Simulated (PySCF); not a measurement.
Cartesian coordinates in Å; atom numbers follow the order of the lines, from 1:
```xyz
10

S     1.563   -0.855   -1.601
C     0.413   -0.079   -0.518
C    -0.386   -0.750    0.449
C    -1.238    0.095    1.090
S    -1.097    1.694    0.510
C     0.132    1.257   -0.587
H     2.322   -1.428   -0.651
H    -0.325   -1.812    0.642
H    -1.953   -0.143    1.863
H     0.598    1.993   -1.222
```

Geometry: PBE0-D3(BJ)/def2-TZVP; GIAO absolute shieldings from PySCF, gas phase, non-relativistic, averaged over equivalent atoms.

At PBE0/pcSseg-2 (286 basis functions, 66 s wall time on 1 thread of an Arm Neoverse N1, shared host):
| atoms | σ (ppm) |
| --- | --- |
| S5 | 258.9 |
| S1 | 567.2 |
| C3 | 43.7 |
| C6 | 47.7 |
| C4 | 49.5 |
| C2 | 50.4 |
| H10 | 24.08 |
| H9 | 24.11 |
| H8 | 24.23 |
| H7 | 27.90 |

Task: Estimate the result of repeating the calculation with KT3/pcSseg-2.

Result: 
```json
{"atoms": "S5", "σ at KT3/pcSseg-2": "293.7", "change": "+34.8"}
{"atoms": "S1", "σ at KT3/pcSseg-2": "568.3", "change": "+1.1"}
{"atoms": "C3", "σ at KT3/pcSseg-2": "52.1", "change": "+8.4"}
{"atoms": "C6", "σ at KT3/pcSseg-2": "58.7", "change": "+11.0"}
{"atoms": "C4", "σ at KT3/pcSseg-2": "60.1", "change": "+10.6"}
{"atoms": "C2", "σ at KT3/pcSseg-2": "58.9", "change": "+8.5"}
{"atoms": "H10", "σ at KT3/pcSseg-2": "24.46", "change": "+0.38"}
{"atoms": "H9", "σ at KT3/pcSseg-2": "24.43", "change": "+0.32"}
{"atoms": "H8", "σ at KT3/pcSseg-2": "24.49", "change": "+0.26"}
{"atoms": "H7", "σ at KT3/pcSseg-2": "28.06", "change": "+0.16"}
```

The largest change is at S5 (aromatic ring sulfur). Cost: 286 basis functions, 80 s wall time on 1 thread of an Arm Neoverse N1, shared host. The order of the carbon signals changes between the two levels.
